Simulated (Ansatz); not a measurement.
# Barium, bcc under LDA: convergence with the Gaussian smearing

A convergence test of the Gaussian smearing width. The geometry was relaxed under LDA beforehand and stays fixed; 7 values are run, from 0.01 to 1.0 eV. Wanted are the values from which on the energy stays within 10 and 1 meV/atom, and the pressure within 0.5 GPa, of the narrowest run. Within the series other settings stay, but some runs also write fields, which adds to their time. Spin polarisation is left out.

Method: DFT LDA, plane waves with PAW, scalar-relativistic, in Ansatz 0.2.0.

**1. The system as given**

Symmetry: Im-3m, No. 229, cubic system. Conventional cell: a = 4.758 Å, b = 4.758 Å, c = 4.758 Å, α = 90.00°, β = 90.00°, γ = 90.00°. Around Ba (site symmetry m-3m) lie 8 Ba at 4.12 Å.

Coordinates:

```
Ba
1.0
    -2.37894    2.37894    2.37894
     2.37894   -2.37894    2.37894
     2.37894    2.37894   -2.37894
Ba
1
Direct
  0.00000 0.00000 0.00000
```

**2. With a width of 0.01 eV**

The run at 0.01 eV.

input.yaml

```yaml
crystal:
  lattice:
    - [-2.3789385306, 2.3789385306, 2.3789385306]
    - [2.3789385306, -2.3789385306, 2.3789385306]
    - [2.3789385306, 2.3789385306, -2.3789385306]
  atoms:
    - { symbol: Ba, position: [0.0, 0.0, 0.0] }
hamiltonian:
  xc: lda
  pseudopotentials:
    kind: paw
    azcp:
      Ba: "pseudopotentials/Ba.paw.azcp"
basis:
  ecutwfc: 420
  fft_grid_basis: typed
kpoints:
  mp_grid: { grid: [9, 9, 9], shift: [0, 0, 0] }
magnetization:
  spin_polarized: false
scf:
  occupations: { method: gaussian, width: 0.01 }
  lower_state_search: "off"
output:
  stress: true
```

Command:

```sh
$ ansatz run input.yaml --threads 2 --pin off --max-ram 5120MiB --backend cpu --events-out ev --progress --plain --runs-dir out
```

**3. With a width of 0.03 eV**

The run at 0.03 eV.

input.yaml: that of step 2 with these lines changed.

```diff
@@ -21,3 +21,3 @@
 scf:
-  occupations: { method: gaussian, width: 0.01 }
+  occupations: { method: gaussian, width: 0.03 }
   lower_state_search: "off"
```

**4. With a width of 0.1 eV**

The run at 0.1 eV.

input.yaml: that of step 3 with these lines changed.

```diff
@@ -21,3 +21,3 @@
 scf:
-  occupations: { method: gaussian, width: 0.03 }
+  occupations: { method: gaussian, width: 0.1 }
   lower_state_search: "off"
```

**5. With a width of 0.2 eV**

The run at 0.2 eV.

input.yaml: that of step 4 with these lines changed.

```diff
@@ -21,3 +21,3 @@
 scf:
-  occupations: { method: gaussian, width: 0.1 }
+  occupations: { method: gaussian, width: 0.2 }
   lower_state_search: "off"
```

**6. With a width of 0.3 eV**

The run at 0.3 eV.

input.yaml: that of step 5 with these lines changed.

```diff
@@ -21,3 +21,3 @@
 scf:
-  occupations: { method: gaussian, width: 0.2 }
+  occupations: { method: gaussian, width: 0.3 }
   lower_state_search: "off"
@@ -25 +25,5 @@
   stress: true
+  write_density: true
+  write_potential: true
+  elf: true
+  volumetric_format: npy
```

**7. With a width of 0.6 eV**

The run at 0.6 eV.

input.yaml: that of step 6 with these lines changed.

```diff
@@ -21,3 +21,3 @@
 scf:
-  occupations: { method: gaussian, width: 0.3 }
+  occupations: { method: gaussian, width: 0.6 }
   lower_state_search: "off"
@@ -25,5 +25 @@
   stress: true
-  write_density: true
-  write_potential: true
-  elf: true
-  volumetric_format: npy
```

**8. With a width of 1.0 eV**

The run at 1.0 eV.

input.yaml: that of step 7 with these lines changed.

```diff
@@ -21,3 +21,3 @@
 scf:
-  occupations: { method: gaussian, width: 0.6 }
+  occupations: { method: gaussian, width: 1.0 }
   lower_state_search: "off"
```

(Steps that only read results are left out.)

What does the calculation give?

The runs gave:

```
                                           quantity                       value
       E(σ → 0) stays within 10 meV/atom of 0.01 eV                up to 0.3 eV
                   E(σ → 0) stays within 1 meV/atom                up to 0.1 eV
                      pressure stays within 0.5 GPa                up to 0.6 eV
                                pressure at 0.01 eV                   -0.04 GPa
energy of a separate run on a finer mesh (15×15×15)  -2.0 meV/atom from 0.01 eV
```

**Reading.** At 1.0 eV the energy differs by +21.2 meV/atom and the pressure by +0.5 GPa. The free energy F moves by -387.4 meV/atom over the range, and the estimate for σ → 0 by +21.2. With this scheme F falls about as the square of the width. The mesh (9×9×9) is fixed, so the narrowest widths carry a k-point error of their own. The yardstick itself is unsettled by 2.0 meV/atom against the finer mesh, so the thresholds above hold only within this series, and wider smearing, which averages over more states, can land nearer the fine-mesh value than the narrowest does. The cell taken over is 14 % smaller than the measured one (62.50 Å³/atom, COD), which weighs on all values here.
